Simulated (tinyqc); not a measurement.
Worked calculation: CIS on RHF in the sto-6g basis, for HF, spin multiplicity 1. One step of it, computed by the program tinyqc.

Task: CIS matrix, triplets. A(ia,jb) = (e_a - e_i) d_ij d_ab - (ij|ab).

orbital energies (hartree): MO1 -26.247054, MO2 -1.457849, MO3 -0.560613, MO4 -0.471387, MO5 -0.471387, MO6 0.514343

Two-electron integrals over orbitals (pq|rs), unique and non-zero (hartree):
```
(11|11) 5.381508    (21|11) -0.523662   (21|21) 0.082233    (22|11) 1.230310
(22|21) -0.022333   (22|22) 0.863963    (31|11) 0.145386    (31|21) -0.021507
(31|22) 0.011080    (31|31) 0.021981    (32|11) -0.144432   (32|21) 0.007971
(32|22) -0.032035   (32|31) 0.020813    (32|32) 0.152334    (33|11) 0.969931
(33|21) -0.009741   (33|22) 0.740050    (33|31) -0.004494   (33|32) -0.036380
(33|33) 0.738628    (41|41) 0.030382    (42|41) 0.039391    (42|42) 0.184446
(43|41) -0.009932   (43|42) -0.037815   (43|43) 0.043420    (44|11) 1.265978
(44|21) -0.013875   (44|22) 0.886669    (44|31) 0.003701    (44|32) -0.075450
(44|33) 0.732468    (44|44) 0.998085    (51|51) 0.030382    (52|51) 0.039391
(52|52) 0.184446    (53|51) -0.009932   (53|52) -0.037815   (53|53) 0.043420
(54|54) 0.053789    (55|11) 1.265978    (55|21) -0.013875   (55|22) 0.886669
(55|31) 0.003701    (55|32) -0.075450   (55|33) 0.732468    (55|44) 0.890506
(55|55) 0.998085    (61|11) 0.155087    (61|21) -0.026115   (61|22) 0.001852
(61|31) -0.009702   (61|32) -0.024774   (61|33) 0.010004    (61|44) 0.003861
(61|55) 0.003861    (61|61) 0.025029    (62|11) -0.222899   (62|21) 0.005661
(62|22) -0.117739   (62|31) -0.020308   (62|32) -0.057076   (62|33) -0.032633
(62|44) -0.114951   (62|55) -0.114951   (62|61) 0.016712    (62|62) 0.094332
(63|11) -0.376856   (63|21) 0.005943    (63|22) -0.190012   (63|31) 0.002143
(63|32) 0.092125    (63|33) -0.114289   (63|44) -0.211942   (63|55) -0.211942
(63|61) -0.005597   (63|62) 0.051406    (63|63) 0.194157    (64|41) -0.009565
(64|42) -0.038016   (64|43) -0.017556   (64|64) 0.030521    (65|51) -0.009565
(65|52) -0.038016   (65|53) -0.017556   (65|65) 0.030521    (66|11) 0.874953
(66|21) -0.008877   (66|22) 0.668843    (66|31) 0.014063    (66|32) 0.063764
(66|33) 0.667304    (66|44) 0.643433    (66|55) 0.643433    (66|61) -0.009054
(66|62) -0.064246   (66|63) -0.015863   (66|66) 0.707194
```

Give: CIS matrix A, triplet.

Result:

CIS matrix A, triplet (hartree), lower triangle:
```
         1>6      2>6     3>6     4>6     5>6
1>6  25.8864
2>6   0.0089   1.3033
3>6  -0.0141  -0.0638  0.4077
4>6   0.0000   0.0000  0.0000  0.3423
5>6   0.0000   0.0000  0.0000  0.0000  0.3423
```
